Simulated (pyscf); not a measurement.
Structures and frequencies: ωB97X-D3(BJ)/def2-SVP in PySCF.

Q: Estimate by transition-state theory the rate constant of `[CH3][SiH][CH3]` [doublet] + `[CH4]` → `[CH3][SiH2][CH3]` + `[CH3]` [doublet] (doublet surface; C–H broken, H–Si formed) at 298 K, with ωB97M-D3(BJ)/def2-TZVP energies (ideal gas, 1 atm, RRHO with modes under 100 cm⁻¹ raised to 100, one conformer, R ln 2 for rigid chiral ones; no tunnelling).

A: The electronic barrier is 22.7 kcal/mol and the thermal terms add +4.7, so ΔG‡ = 27.4 kcal/mol. With k_BT/h = 6.21e+12 s⁻¹ and RT = 0.592 kcal/mol, and a volume of 4.06e-20 cm³ per molecule at 1 atm, k = 2.0e-27 cm³ molecule⁻¹ s⁻¹. Wigner's tunnelling factor for 1078i cm⁻¹ would be 2.13, likely too low at so high a frequency. A shift of 1 kcal/mol in the barrier changes k by a factor 5.4. One saddle was located; it need not be the lowest between these sides. The angle at the transferred H is 177°.
